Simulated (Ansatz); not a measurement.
Start from `C[Si]O` and change one atom or group to get `C[SiH]`.

Ansatz, PBE0-D4/def2-TZVP geometries, multiplicity 1. Each molecule was computed in one conformer, which needn't be the lowest.

```tsv
property	`C[Si]O`
HOMO energy (PBE/def2-TZVPP) / eV	-5.26
HOMO–LUMO gap (PBE0/def2-TZVPP) / eV	4.70
ideal-gas entropy at 298 K and 1 bar (rigid rotor, harmonic PBE0-D4/def2-TZVP) / J/(mol·K)	291
zero-point energy (PBE0-D4/def2-TZVP) / kJ/mol	129.8
HOMO–LUMO gap (PBE/def2-TZVPP) / eV	2.79
vertical ionisation energy (CCSD(T)/CBS(def2)) / eV	8.82
```

Task: Give the same properties after the change, and the shifts. (An estimate is asked.)

Result: Ansatz gave: 
```
                                                                                  property  `C[SiH]`  shift
                                                         HOMO energy (PBE/def2-TZVPP) / eV     -5.26   0.00
                                                      HOMO–LUMO gap (PBE0/def2-TZVPP) / eV      3.77  -0.93
ideal-gas entropy at 298 K and 1 bar (rigid rotor, harmonic PBE0-D4/def2-TZVP) / J/(mol·K)       261    -30
                                            zero-point energy (PBE0-D4/def2-TZVP) / kJ/mol     109.3  -20.5
                                                       HOMO–LUMO gap (PBE/def2-TZVPP) / eV      1.85  -0.94
                                       vertical ionisation energy (CCSD(T)/CBS(def2)) / eV      8.87   0.05
```

The zero-point energy changes by -20.5 kJ/mol with -3 modes.
